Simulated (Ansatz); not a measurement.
The input, for Ansatz 0.2.0:

```yaml
crystal:
  periodic: [false, false, false]
  atoms:
    - {symbol: B, position_ang: [0.000000, 0.000000, 0.000000]}
    - {symbol: O, position_ang: [0.000000, 0.000000, 1.185000]}
basis:
  gaussian: {orbitals: cc-pVDZ}
total_charge: 1
magnetization: {spin_polarized: true, initial_magnetization: 2}
hamiltonian: {xc: {name: B3LYP}}
```

```sh
$ ansatz run in.yaml --threads 1 --pin off --events-out ev --progress --plain --max-ram 2816MiB --backend cpu
```

Output:

```
260 factors; integrals over basis functions are off by at most 8.2e-4 eV
mean field evaluation 1: about -2699.5502 eV, gradient 4.7e1 eV
mean field evaluation 2: about -2663.2498 eV, gradient 9.9e1 eV
mean field evaluation 4: about -2708.0343 eV, gradient 1.1e0 eV
mean field evaluation 8: about -2708.0406 eV, gradient 9.7e-3 eV
mean field -2708.04060878 eV, -99.5186567969 hartree, gradient 1.9e-5 eV, S^2 2.001349; 0 other end points of the search recorded, 0 dependent functions left out
reference -2708.04074817 eV, -99.5186619193 hartree; 7, 5 occupied and 21, 23 virtual orbitals, 260 factors
Total energy: -2708.04074817 eV, -99.5186619193 hartree
```

Ran on 1 thread of AMD EPYC 7R13, shared host: 0.42 s wall, 0.19 GiB peak host memory.
